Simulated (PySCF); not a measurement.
Molecule: SMILES C(C)CCC=O, C5H10O.

Geometry:
| atom | x (Å) | y (Å) | z (Å) |
| --- | --- | --- | --- |
| C1 | -2.380 | 0.280 | -0.206 |
| C2 | -1.125 | -0.301 | 0.425 |
| C3 | 0.156 | 0.197 | -0.227 |
| C4 | 1.414 | -0.381 | 0.390 |
| C5 | 2.691 | 0.128 | -0.215 |
| O6 | 2.752 | 0.941 | -1.098 |
| H7 | -2.388 | 1.380 | -0.137 |
| H8 | -3.292 | -0.092 | 0.284 |
| H9 | -2.446 | 0.019 | -1.275 |
| H10 | -1.105 | -0.058 | 1.502 |
| H11 | -1.159 | -1.404 | 0.371 |
| H12 | 0.146 | -0.037 | -1.306 |
| H13 | 0.203 | 1.298 | -0.174 |
| H14 | 1.469 | -0.174 | 1.477 |
| H15 | 1.436 | -1.486 | 0.323 |
| H16 | 3.627 | -0.310 | 0.223 |

Geometry PBE0-D3(BJ)/def2-SVP throughout; GIAO in PySCF, gas phase, one conformer, non-relativistic; equivalent atoms averaged; basis pcSseg-1.

For orientation, B97-D gives these shifts δ (against TMS, H2O at the same level): C4 50.7, C3 28.0, C2 28.0, C1 17.6, O6 652.2, H16 10.04, H14/H15 2.30, H12/H13 1.40, H7/H8/H9 1.09 ppm.

A run gave: C4 48.9, C3 25.4, C2 24.9, C1 16.6, O6 691.0, H16 9.81, H14/H15 2.20, H12/H13 1.32, H7/H8/H9 1.05 ppm (shifts δ (against TMS, H2O at the same level)).

Question: Which functional was used in that run?
A. wB97X-D
B. PBE0
C. PBE
D. WP04
E. BHandHLYP

Answer: A. O6 tells them apart best: wB97X-D gives 691.0, BHandHLYP gives 702.4, PBE gives 686.1, WP04 gives 653.0, PBE0 gives 695.6 ppm.
